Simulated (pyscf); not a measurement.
Four-centre exchange: H₂S + ethylene (H₂C=CH₂) -> H₂S + ethylene (H₂C=CH₂)

Gas phase, singlet surface, charge 0. Bonds broken: S1–H2, C4–H6. Bonds formed: S1–H6, H2–C4. PySCF, gas phase, ωB97X-D3(BJ)/def2-SVP geometries. MP2 and CC: frozen core, UHF for open shells. ΔMP2 is the change of the MP2 total energy from the triple- to the quadruple-zeta basis.

Transition state (Å):

```xyz
9

S      2.0543     0.2951     0.0586
H      0.2032    -0.1667    -0.4268
H      3.2835     0.8415    -0.0905
C     -0.5873    -0.3820     0.4389
C     -1.2966     0.7601     0.7047
H      0.4564    -0.3446     1.0134
H     -1.0961    -1.3513     0.4085
H     -2.3757     0.7723     0.8956
H     -0.7551     1.7137     0.7275
```

One imaginary mode, 809i cm⁻¹; descent along it reached the two sides named.

```json
[
 {"bond": "S1–H2", "change": "breaks", "reactant side (Å)": "1.347", "saddle": "1.969", "product side": "3.3"},
 {"bond": "C4–H6", "change": "breaks", "reactant side (Å)": "1.096", "saddle": "1.192", "product side": "3.0"},
 {"bond": "S1–H6", "change": "forms", "reactant side (Å)": "3.3", "saddle": "1.968", "product side": "1.347"},
 {"bond": "H2–C4", "change": "forms", "reactant side (Å)": "3.0", "saddle": "1.192", "product side": "1.096"}
]
```

Electronic energies relative to the separated reactants (kcal/mol):

| level | barrier | reaction energy | reverse barrier |
|---|---|---|---|
| ωB97X-D3(BJ)/def2-TZVP | 74.0 | 0.0 | 74.0 |
| PBE/def2-TZVP | 55.6 | 0.0 | 55.6 |
| r²SCAN/def2-TZVP | 59.7 | 0.0 | 59.7 |
| B3LYP-D3(BJ)/def2-TZVP | 64.1 | 0.0 | 64.1 |
| PBE0-D3(BJ)/def2-TZVP | 63.2 | 0.0 | 63.2 |
| M06-2X/def2-TZVP | 71.6 | 0.0 | 71.6 |
| ωB97M-D3(BJ)/def2-TZVP | 72.8 | 0.0 | 72.8 |
| HF/def2-TZVP | 92.3 | 0.0 | 92.3 |
| MP2/def2-QZVPP | 73.1 | 0.0 | 73.1 |
| CCSD/def2-TZVPP | 78.1 | 0.0 | 78.1 |
| CCSD(T)/def2-TZVPP | 71.0 | 0.0 | 71.0 |
| CCSD(T)/def2-TZVPP + ΔMP2(QZVPP) | 69.6 | 0.0 | 69.6 |

With CCSD(T)/def2-TZVPP + ΔMP2(QZVPP) energies and thermal terms (ideal gas, 1 atm, RRHO with modes under 100 cm⁻¹ raised to 100, one conformer, R ln 2 for rigid chiral ones), in kcal/mol:

```tsv
T (K)	ΔH‡	ΔG‡	ΔH	ΔG
298	68.2	77.5	0.0	0.0
600	68.4	87.0	0.0	0.0
900	69.1	96.1	0.0	0.0
1200	70.0	105.0	0.0	0.0
```

The same reactants have a lower exit, to H₃C–CH₂–SH (barrier +50.8 kcal/mol at ωB97M-D3(BJ), against +72.8 kcal/mol here). One saddle was located; it need not be the lowest between these sides. One closed-shell reference is unstable to symmetry breaking; treat the single-reference values with care. The CCSD(T) − MP2 part came from Ansatz, without density fitting, on the same reference. The largest closed-shell T1 diagnostic is 0.045, which may signal static correlation.
